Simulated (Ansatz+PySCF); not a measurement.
The numbers below are computed, except where a source is named.
## PySCF 2.14.0 run

```python
from pyscf import gto, scf, cc

mol = gto.M(atom="""
B 0.000000 0.000000 0.000000
Mg 0.726330 0.968440 2.096730
""", basis='sto-3g', charge=0, spin=1)
mf = scf.UHF(mol)
mf.kernel()
mycc = cc.CCSD(mf, frozen=2).run()
et = mycc.ccsd_t()
print(mf.e_tot, mycc.e_corr, et, mycc.e_tot + et)
```

The script is written out from the run's settings.

Output:

- Converged: yes
- Reference energy: -221.18854 hartree
- CCSD correlation energy: -0.09611 hartree
- Triples correction: -0.00194 hartree
- Total energy: -221.28658 hartree
- Spin squared of the determinant: 0.770

The reference isn't the lowest determinant (another lies 0.45 eV lower), but the same method gives a higher total on the lower determinant.
